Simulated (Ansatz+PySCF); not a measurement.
Values are calculated unless marked as measured or tabulated.
Several solutions for singlet NH3

| atom | x (Å) | y (Å) | z (Å) |
| --- | --- | --- | --- |
| N | 0.0000 | 0.0000 | 0.2432 |
| H | 1.8717 | 0.0000 | -0.5674 |
| H | -0.9358 | 1.6209 | -0.5674 |
| H | -0.9358 | -1.6209 | -0.5674 |

Basis set: 6-31G* (spherical functions). Charge 0, multiplicity 1.

UHF was run from several starts with Ansatz (development build ahead of 0.2.0) and PySCF 2.14.0.

```tsv
run	program	start	converged	energy (hartree)	<S²>
A	Ansatz	stability test followed	yes	-55.88083	2.68
B	PySCF	guess 1e, instabilities followed	yes	-55.88083	2.68
C	Ansatz	search for the lowest state	yes	-55.88083	2.68
D	PySCF	guess minao, instabilities followed	yes	-55.88083	2.68
E	PySCF	guess huckel, instabilities followed	yes	-55.88083	2.68
F	PySCF	guess atom, instabilities followed	yes	-55.88083	2.68
G	Ansatz	atomic start, no search	yes	-55.59610	0.00
H	PySCF	program defaults	yes	-55.59610	0.00
```

Question: Which runs reached the lowest solution of this kind, and what is wrong with the others?

Answer: A, B, C, D, E, F reached the lowest solution found. Converged but too high: G by 7.75 eV, H by 7.75 eV. Convergence only shows a stationary point, and even a stable one can lie too high; stability tests and further starts are what find lower ones. Caution: the unrestricted determinant is a mixture of spin states.
